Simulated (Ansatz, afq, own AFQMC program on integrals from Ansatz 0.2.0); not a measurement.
Where AFQMC and coupled cluster stand for BH₂⁺, singlet

```xyz
3

B    -0.1317    0.0000    0.0000
H     0.7064    0.0000   -0.8294
H     0.7064    0.0000    0.8294
```

Basis cc-pVDZ. Only valence electrons are correlated. AFQMC by an in-house program on the Cholesky factors that Ansatz 0.2.0 writes for its CCSD(T) run. ph-AFQMC/CISD is guided by a CISD state made of CCSD amplitudes; releasing the constraint for a short imaginary time cuts its bias at the price of noise, slowly where states lie close. Error bars are statistical, one sigma.

Determinant: UHF, the one that the program's search chose, which needn't be the lowest solution. The geometry is a point of a scan.

Full CI on the same integrals is exact in this basis and with this determinant's frozen core.

Cautions: the determinant is a saddle point among determinants of its kind; the released energies have errors that jump between times, so the bars are unsure, so no released level is given (meV from the phaseless value at times in 1/Eh: -2.4 ± 1.0 at 0.24, 9 ± 11 at 0.51, -1.4 ± 0.7 at 0.99, -1.8 ± 0.9 at 1.62, -2.9 ± 1.0 at 2.40), though the last usable value meets full CI within the noise.

The T1 diagnostic is 0.0139. The weight of the determinant in the CISD state is 0.948 and the ⟨S²⟩ of the determinant is 0.000. The size of the correlated space is 4 electrons in 23 orbitals.

| level | correlation energy (eV) |
| --- | --- |
| MP2 | -1.6291 |
| CCSD | -2.1877 |
| CCSD(T) | -2.2103 |

Q: Estimate where phaseless AFQMC with a CISD trial lies against CCSD(T) on the same integrals.

A: 0.6 ± 0.1 kJ/mol below CCSD(T).

Reference: full CI, correlation energy -2.218 eV.

| level | E − E(reference) (kJ/mol) | share of correlation (%) |
| --- | --- | --- |
| CCSD(T) | 0.7 | 99.67 |
| CCSDT | 0.0 | 99.99 |
| CCSDT(Q) | 0.0 | 100.00 |
| ph-AFQMC/CISD | 0.1 ± 0.1 | 99.95 |

CCSDT and higher add their correlation energy to the determinant of the CCSD(T) run, since their own runs factorise the integrals more tightly (a shift of under 2 meV). A walk keeps the symmetry of its determinant, which the program's search chose and which needn't be the lowest solution, so a lower state of the same spin and another symmetry isn't excluded.
